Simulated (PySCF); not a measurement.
**NO: bond curves at several levels of theory**

The task here is to estimate one member of a computed series from the others.

Method: N def2-TZVPP, O def2-TZVPP, no relativity; program: PySCF 2.14.0.

The first run:

A driver script around PySCF takes these settings:

```json
{
 "atoms": "N, O",
 "charge": "0",
 "basis": "N def2-TZVPP, O def2-TZVPP",
 "Hamiltonian": "no relativity",
 "basis functions": "62",
 "electrons treated": "15",
 "masses in u": "14.0031, 15.9949",
 "levels": "PBE0, PBE, r²SCAN, B97-3, TPSS, PBEsol, M06, LC-ωPBE, HF, MP2, SCS-MP2, CCSD, CCSD(T)",
 "grid": "80 radial by 434 angular points",
 "occupations": "held fixed by the projection of orbital angular momentum",
 "dissociation limit": "N + O, each in its ground configuration",
 "starting distance in angstrom": "1.255",
 "values of 2S to try": "1, 3, 5"
}
```

Launch:

```sh
$ OMP_NUM_THREADS=1 python dia.py task.json out
```

Among the steps run: Input; PBE0 along the bond; Excited determinants; PBE (GGA); r²SCAN (meta-GGA); B97-3 (global hybrid GGA); TPSS; PBEsol; M06 (hybrid meta-GGA); LC-ωPBE (range-separated hybrid); UHF (mean field); Adding correlation.

One of the session's tables, all rows but one given; the rest of the session is left out.

```
   level  Re (Å)  ωe (cm⁻¹)  De (eV)  μ (D)
UHF-CCSD   1.146       1989     5.86    n/a
     PBE   1.158       1892     7.46   0.21
  PBEsol   1.154       1919     7.86   0.22
    TPSS   1.157       1892     6.78   0.17
  r²SCAN   1.148       1959     6.60   0.16
    PBE0   1.140       2031     6.64   0.14
   B97-3   1.141       2021     6.72   0.14
     M06   1.139       2028     6.44   0.14
 LC-ωPBE       ?          ?        ?      ?
```

Q: Estimate the row for LC-ωPBE from the others.

**Answer.** Re (Å): 1.137; ωe (cm⁻¹): 2074; De (eV): 6.80; μ (D): 0.15. In the column «Re (Å)» it is the lowest.

De is counted to N + O in their ground configurations.
